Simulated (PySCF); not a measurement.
A mixed set of molecules.

All values: wB97X-D/def2-SVPD (PySCF) at PBE0-D3(BJ)/def2-SVP geometries, gas phase, one conformer each. Core orbitals are frozen in the response; Δα² is half the sum of the squared differences of the principal polarisabilities. Atoms past krypton carry effective core potentials.

Task: Rank by dipole moment, highest first.
A. `[CH:1]#[C:2][C@@:3]1([CH:4]2[CH2:5][CH2:6][CH2:7]2)[CH2:8][S:9]1` with C2–C3–C4–C5 -71°, C3–C4–C5–C6 -143°, C4–C5–C6–C7 18°, C5–C6–C7–C4 -18°, C2–C3–C8–S9 106°
B. `[SiH3:1][CH2:2][C@H:3]1[CH:4]=[N:5]1` with Si1–C2–C3–C4 -32°
C. SnMe4 (`[CH3][Sn]([CH3])([CH3])[CH3]`)
D. SnH3(nBu), `CCC[CH2][SnH3]`
E. `[CH3:1][O:2][Si@H:3]([CH3:4])[C:5]#[N:6]` with C1–O2–Si3–C4 174°
F. `[CH2:1]=[CH:2][CH:3]=[S:4]` with C1–C2–C3–S4 180°

Result: E (3.36 D), F (3.12 D), B (2.31 D), A (1.78 D), D (0.97 D), C (0.00 D).

Task: Rank by HOMO–LUMO gap, lowest first.
A. `[H][Sn]([H])([H])[CH2]CCC`
B. `CSc1ccc(C)cc1`
C. `[SiH3]C[C@H]1C=N1`
D. `CO[Si@@H](C#N)C`
E. `C=CC=S`
F. `[H]/P=C(/[SiH3])[Si](C)(C)C`

Result: E (7.32 eV), F (8.74 eV), B (9.02 eV), C (10.79 eV), A (11.25 eV), D (11.78 eV).

Task: Rank by mean static polarisability, highest first.
A. `[H]/P=C(/[SiH3])[Si](C)(C)C`
B. `[H][Sn]([H])([H])[CH2]CCC`
C. `C=CC=S`
D. `CO[Si@H](C)C#N`
E. `c1cc(ccc1C)SC`
F. `C#C[C@@]1(C2CCC2)CS1`

Result: A (18.92 Å³), E (17.45 Å³), F (15.98 Å³), B (13.88 Å³), D (10.09 Å³), C (9.67 Å³).

All values together:

```csv
SMILES,formula,μ (D),HOMO (eV),LUMO (eV),α (Å³),Δα (Å³),electrons,α per electron (Å³),ΔSCF removal energy (eV)
[SiH3]C[C@H]1C=N1,C3H7NSi,2.31,-9.69,1.11,9.83,1.55,46,0.214,10.06
C#C[C@@]1(C2CCC2)CS1,C8H10S,1.78,-8.55,1.17,15.98,4.06,74,0.216,–
CO[Si@H](C)C#N,C3H7NOSi,3.36,-10.64,1.14,10.09,2.27,54,0.187,–
[H]/P=C(/[SiH3])[Si](C)(C)C,C4H13PSi2,1.57,-9.24,-0.50,18.92,4.66,80,0.236,9.35
CSc1ccc(C)cc1,C8H10S,1.47,-7.62,1.39,17.45,11.82,74,0.236,7.71
[H][Sn]([H])([H])[CH2]CCC,C4H12Sn,0.97,-9.59,1.65,13.88,4.24,86,0.161,–
C=CC=S,C3H4S,3.12,-8.47,-1.14,9.67,8.94,38,0.255,8.78
[CH3][Sn]([CH3])([CH3])[CH3],C4H12Sn,0.00,-9.51,1.68,13.52,0.01,86,0.157,–
```

Conformers: `[SiH3:1][CH2:2][C@H:3]1[CH:4]=[N:5]1` with Si1–C2–C3–C4 -32°; `[CH:1]#[C:2][C@@:3]1([CH:4]2[CH2:5][CH2:6][CH2:7]2)[CH2:8][S:9]1` with C2–C3–C4–C5 -71°, C3–C4–C5–C6 -143°, C4–C5–C6–C7 18°, C5–C6–C7–C4 -18°, C2–C3–C8–S9 106°; `[CH3:1][O:2][Si@H:3]([CH3:4])[C:5]#[N:6]` with C1–O2–Si3–C4 174°; `[CH3:1][S:2][c:3]1[cH:4][cH:5][c:6]([CH3:7])[cH:8][cH:9]1` with C1–S2–C3–C4 180°; `[H][Sn]([H])([H])[CH2]CCC`; `[CH2:1]=[CH:2][CH:3]=[S:4]` with C1–C2–C3–S4 180°.

A dash marks a removal energy that wasn't run or isn't settled.

Task: How closely does the mean polarisability follow the number of electrons in this set?

Result: The correlation coefficient is 0.75; α per electron runs from 0.157 to 0.255 Å³.
